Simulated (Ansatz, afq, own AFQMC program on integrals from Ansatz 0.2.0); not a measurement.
Two steps: Ansatz 0.2.0 writes the Fock matrix and Cholesky factors of the valence space, and afq projects on them the lowest state that overlaps trial and start.

```yaml
crystal:
  periodic: [false, false, false]
  atoms:
    - {symbol: B, position_ang: [0.000000, 0.000000, 0.000000]}
    - {symbol: N, position_ang: [0.000000, 0.000000, 2.140000]}
basis:
  gaussian: {orbitals: 6-31G}
magnetization: {spin_polarized: true, initial_magnetization: 2}
correlation: {method: ccsd_t, electrons: outside_noble_gas, hamiltonian_folder: ham}
```

```sh
$ ansatz run in.yaml --threads 1 --pin off --events-out ev --progress --plain --max-ram 16896MiB --backend cuda --devices 0, --max-vram 18GiB
```

afq runs on the folder ham with

```
--method phaseless --trial cisd --walkers 4000 --populations 20 --least-time 60 --time-step 0.005 --steps-per-block 50 --equilibration-blocks 40 --max-blocks 4000 --target-error 0.00034 --factor-cut 1e-05 --start spin_pure --seed 4700 --release-times 0.24,0.51,0.99,1.62,2.4 --release-step 0.03 --release-every 3 --taylor-order 6
```

Times are imaginary, in 1/Eh. The walk had a cap of 122 s. With eight or more populations the least sampling time is a fifth of least-time, and the error comes from their spread.

Log:

```
orbitals 16  electrons 5 3  factors 90 of 258
reference energy -78.89994735 Eh
CCSD correlation -0.11601087 Eh in 25 cycles, weight of the determinant in the CISD state 0.6702
energy of the start -78.997859 Eh
 block  time / (1/Eh)  mean weight  energy / Eh
     1     0.250  1.0000  -79.003768
     2     0.500  1.0001  -79.007975
     3     0.750  0.9999  -79.011521
     4     1.000  1.0000  -79.013602
     5     1.250  1.0001  -79.015041
     7     1.750  0.9997  -79.016516
     9     2.250  1.0000  -79.017682
    11     2.750  1.0000  -79.018302
    15     3.750  1.0001  -79.019537
    19     4.750  0.9998  -79.020325
    23     5.750  0.9998  -79.019289
    27     6.750  1.0000  -79.019104
    31     7.750  0.9999  -79.020322
    35     8.750  1.0001  -79.018730
    39     9.750  1.0001  -79.019147
    43    10.750  1.0001  -79.020265
    47    11.750  1.0001  -79.018614
    51    12.750  1.0001  -79.019090
    55    13.750  1.0000  -79.020511
    59    14.750  0.9999  -79.018981
    63    15.750  0.9997  -79.019366
    67    16.750  0.9999  -79.019258
    71    17.750  1.0003  -79.019467
    75    18.750  1.0000  -79.018167
    79    19.750  0.9996  -79.019208
    83    20.750  1.0004  -79.017965
    85    21.250  1.0000  -79.017833
    87    21.750  1.0005  -79.019371
    89    22.250  1.0003  -79.018186
error from the spread of 20 populations
released: time / (1/Eh)  energy / Eh  error  mean overlap
  0.24  -79.019386  0.000137  1.0014
  0.51  -79.019424  0.000149  1.0017
  0.99  -79.019938  0.000136  1.0041
  1.62  -79.020524  0.000168  1.0022
  2.40  -79.020586  0.000297  1.0010
energy -79.019064 +/- 0.000175 Eh
(rows thinned)
```

The run passed its tests (sampling time, drift between the halves within three errors, error under three times the target), which doesn't prove that it has relaxed.

Against this walk (error 4.8 meV) on the same determinant: CCSD(T) 6.5 meV higher (within the noise), CCSDT(Q) 40.0 meV lower, CCSDTQ 37.6 meV lower, full CI 37.7 meV lower. The error is statistical and leaves out the bias of the constraint. The determinant has ⟨S²⟩ = 2.67, so the low cluster orders mix in higher spin, while the walk starts as a pure triplet. Released to 2.40 1/Eh the energy lies 41 ± 9 meV (both errors) below the phaseless value, which shows part or all of the bias of the constraint, and full CI lies 3.8 meV above the released value. Full CI is exact here, so the walk's 38 meV above it is the walk's own error: the bias of the constraint with this trial. The determinant is a poor start (see the cautions), so the low cluster orders aren't to be relied on, and full CI is the sure value.

Cautions: constraint bias not in the error; lower spins were not checked; strong correlation (T1 0.129, weight of the determinant 0.67, largest double 0.15); unrestricted determinant spin contaminated (⟨S²⟩ 2.67 against 2.00).

The walk took 33 s on 1 × NVIDIA H100 80GB HBM3 with 2 threads of AMD EPYC 7R13 Processor (Zen 3), on a shared host (the card was shared). The log's last line is the phaseless energy.

CCSDT and higher add their correlation energy to the determinant of the CCSD(T) run, since their own runs factorise the integrals more tightly (a shift of under 2 meV).
